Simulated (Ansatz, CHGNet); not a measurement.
Polycrystal shear modulus (GPa) of 21 elemental metals, computed with the machine-learned potential CHGNet 0.3.0 (trained on PBE and PBE+U data) and with r²SCAN (Ansatz, a quantum-chemistry and plane-wave program, plane waves, PAW). The set holds measured phases with no doubt noted on the run or the magnetic state but for the caveats below. 5 more of the class have both values but aren't in it, for one of these reasons: built or high-temperature cells, doubts on the run or the magnetic state, unlike cells, values of zero, layered or molecular crystals. Solids without a value at one level (not run, failed, or a magnetic order lost), or held back for tests, aren't counted.

All rows, in order of the shift (worked out from unrounded values):

| solid | CHGNet 0.3.0 | r²SCAN | shift (%) |
|---|---|---|---|
| bcc K | 2.76 | 1.23 | -56 |
| bcc Rb | 1.79 | 0.93 | -48 |
| bcc Li | 5.93 | 5.01 | -15.5 |
| fcc Sr | 6.01 | 5.19 | -13.6 |
| hcp Tl | 3.40 | 4.10 | +21 |
| fcc Pd | 30.6 | 39.5 | +29 |
| fcc Pt | 30.8 | 52.0 | +69 |
| fcc Cu | 31.1 | 59.2 | +90 |
| fcc Ag | 14.6 | 29.8 | +104 |
| bcc Ba | 2.91 | 6.15 | +111 |
| fcc Ca | 4.43 | 9.46 | +113 |
| hcp Mg | 9.60 | 23.9 | +149 |
| fcc Rh | 57.7 | 164 | +184 |
| fcc Au | 7.39 | 22.7 | +207 |
| hcp Y | 7.99 | 24.7 | +210 |
| fcc Ir | 76.8 | 239 | +212 |
| hcp Zn | 14.9 | 52.7 | +253 |
| fcc Pb | 2.47 | 10.3 | +317 |
| hcp Zr | 9.48 | 40.9 | +331 |
| fcc Al | 6.65 | 35.5 | +433 |
| hcp Os | 51.2 | 281 | +450 |

The shift from CHGNet 0.3.0 to r²SCAN has a median of +113 %, and eight in ten lie between -15.5 % and +331 %; r²SCAN is the larger in 17 of 21. Each level is at its own cell, so the shift holds the change of volume too.

Ansatz's runs of these crystals have no spin polarisation. Meta-GGA and hybrid levels favour moments, which can bear on fcc Pd, fcc Pt, hcp Y, fcc Rh.

Spin–orbit coupling is left out, also for the solids with elements from indium on (fcc Pt, hcp Os, bcc Ba, hcp Tl, fcc Ir, fcc Pb, fcc Au); its size isn't shown.

Each level is taken at its own relaxed cell. Ansatz's density-functional and Hartree–Fock values are scalar-relativistic unless marked +SOC, with PAW data made under PBE.
